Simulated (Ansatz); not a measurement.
System: chalcopyrite CdGeAs2. Method: PBE (PAW; Ansatz, a first-principles code).

Excerpt of the program's output:

```
Relaxation: its limit of steps is 80 (relax.max_steps)
Crystal: 8 atoms, lattice volume = 201.641 Å³
Basis set: ecut = 520 eV, 5413 PW (Γ), exchange–correlation on 108×108×108 points (8 copies of the dense FFT grid, shifted against one another)
Bands: 77, of which v1, the nominal top of the filled ones, is band 64 counted from 1 (63 counted from 0)
Symmetry: 8 space group operations
Space group: I-42d (ITA 122), of the structure as read, at distance tolerance 5.9e-5 Å
k-points: 59 of 512 (time reversal used)
Functional: x = pbe(κ = 0.804, μ = 0.2195149727645171), c = pbe(β = 0.06672455060314922)
SCF iter   1: F=—  HF=-44524.144377 eV  |F-HF|=—  |Δ(HF+E_count)|=         —  Δρ=1.28e-3  dr2=4.96e-3
SCF iter   2: F=—  HF=-44524.145648 eV  |F-HF|=—  |Δ(HF+E_count)|=   1.27e-3  Δρ=6.71e-4  dr2=1.23e-3
  ...
SCF 1 converged in 7 iterations: F = -44524.145570 eV  dr2 = 5.37e-8
Crystal: 8 atoms, lattice volume = 201.641 Å³
Initial density: handed on by an earlier stage of this run
SCF 2 converged in 5 iterations: F = -44524.145892 eV  dr2 = 1.92e-8
Crystal: 8 atoms, lattice volume = 201.641 Å³
SCF 3 converged in 4 iterations: F = -44524.145913 eV  dr2 = 2.08e-9
Crystal: 8 atoms, lattice volume = 201.641 Å³
SCF iter   4: F=—  HF=-44524.145911 eV  |F-HF|=—  |Δ(HF+E_count)|=   7.44e-8  Δρ=1.62e-7  dr2=2.79e-11
SCF iter   5: F=-44524.145911 eV  HF=-44524.145911 eV  |F-HF|=2.76e-10  |Δ(HF+E_count)|=  7.28e-10  Δρ=8.09e-8  dr2=7.50e-12
SCF 4 converged in 5 iterations: F = -44524.145911 eV  dr2 = 7.50e-12
SCF converged after 5 iterations
Free energy (F): -44524.145911 eV
Internal energy: -44524.145909 eV  (E = F + TS)
E sigma→0 (E₀):  -44524.145910 eV
Fermi energy:    8.605579 eV
--- Forces (eV/Å), atoms counted from 1 ---
  atom   1  Cd     0.00000000     0.00000000    -0.00000000
  atom   2  Cd     0.00000000    -0.00000000    -0.00000000
  atom   3  Ge    -0.00000000     0.00000000    -0.00000000
  atom   4  Ge    -0.00000000    -0.00000000    -0.00000000
  atom   5  As    -0.00100562     0.00000000     0.00000000
  atom   6  As     0.00000000     0.00100562    -0.00000000
  atom   7  As     0.00100562     0.00000000    -0.00000000
  atom   8  As     0.00000000    -0.00100562     0.00000000
--- Stress (GPa, compression-positive) ---
        2.366690       0.000000       0.000000
        0.000000       2.366690      -0.000000
        0.000000      -0.000000       2.360118
  P = ⅓ Tr σ = 2.3645 GPa (23.645 kbar)
```

Problem. Write an input file that could have produced this run (the log leaves some choices open).

Solution. This is not unique; one that fits is 
Ansatz 0.2 input:
```yaml
crystal:
  lattice:
    - [-2.982619913, 2.982619913, 5.6665927741]
    - [2.982619913, -2.982619913, 5.6665927741]
    - [2.982619913, 2.982619913, -5.6665927741]
  atoms:
    - { symbol: Cd, position: [0.0, 0.0, 0.0] }
    - { symbol: Cd, position: [0.75, 0.25, 0.5] }
    - { symbol: Ge, position: [0.5, 0.5, 0.0] }
    - { symbol: Ge, position: [0.25, 0.75, 0.5] }
    - { symbol: As, position: [0.875, 0.8482830532, 0.4732830532] }
    - { symbol: As, position: [0.1517169468, 0.625, 0.0267169468] }
    - { symbol: As, position: [0.375, 0.4017169468, 0.5267169468] }
    - { symbol: As, position: [0.5982830532, 0.125, 0.9732830532] }
basis:
  ecutwfc: 520
  ecutrho_ratio: 4
  xc_grid: 2
kpoints:
  mp_grid: { grid: [8, 8, 8] }
hamiltonian:
  xc: pbe
  dispersion: none
  pseudopotentials: { kind: paw }
scf:
  occupations: { method: fermi_dirac, width: 0.01 }
output:
  forces: true
  stress: true
  eigenvalues: true
relax:
  f_tol: 0.004
  escape_saddle: false
  max_steps: 80
  cell: { stress_tol: 0.02, fix: [volume] }
```

The cell is one volume of an energy–volume scan, off the minimum.

Cost on a shared machine: about 6 core-minutes (a rough figure).
